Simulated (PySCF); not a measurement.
Compound: (CH3)2PPF2, C₂H₆F₂P₂.
Numbering: `[CH3:1][P:2]([CH3:3])[P:4]([F:5])[F:6]` (hydrogens: H7, H8, H9 on C1; H10, H11, H12 on C3)

Level of theory: PySCF, PBE0-D3(BJ)/def2-SVP geometry optimisation, gas phase.

(1) List the bond lengths, angles and torsions at this level.

Answers

(1) 
| bond | length (Å) | order |
| --- | --- | --- |
| C1–P2, P2–C3 | 1.857 | single |
| P2–P4 | 2.228 | single |
| P4–F5, P4–F6 | 1.618 | single |
| C1–H7 and 5 like bonds | 1.101 | single |

Bonds in one row agree within 0.01 Å and their mean is given. Orders are formal, as drawn. A selection of angles:
| angle | degrees |
| --- | --- |
| P2–C1–H7 | 108.7 |
| P2–C1–H8 | 113.9 |
| H7–C1–H8 | 108.4 |
| H8–C1–H9 | 109.1 |
| C1–P2–C3 | 100.5 |
| C1–P2–P4 | 94.2 |
| C3–P2–P4 | 96.0 |
| P2–C3–H12 | 108.5 |
| P2–P4–F5 | 95.9 |
| P2–P4–F6 | 97.9 |
| F5–P4–F6 | 99.0 |

Dihedral angles: C1–P2–P4–F5 72° (synclinal). The mirror-image conformer, all signs reversed, is as good.

P4 (three-coordinate phosphorus) is pyramidal (angles 99.0°, 97.9° and 95.9°, sum 292.8°, 0.87 Å off the plane of its three neighbours). P2 (three-coordinate phosphorus) is pyramidal (angles 100.5°, 96.0° and 94.2°, sum 290.7°, 0.98 Å off the plane of its three neighbours).

Point group: near Cs, missed by 0.32 Å at most; the miss may be what the optimiser left on a soft mode. No PBE0-D3(BJ)/def2-SVP frequencies stand behind this structure, so it isn't proved a minimum. The numbers are those of one conformer.
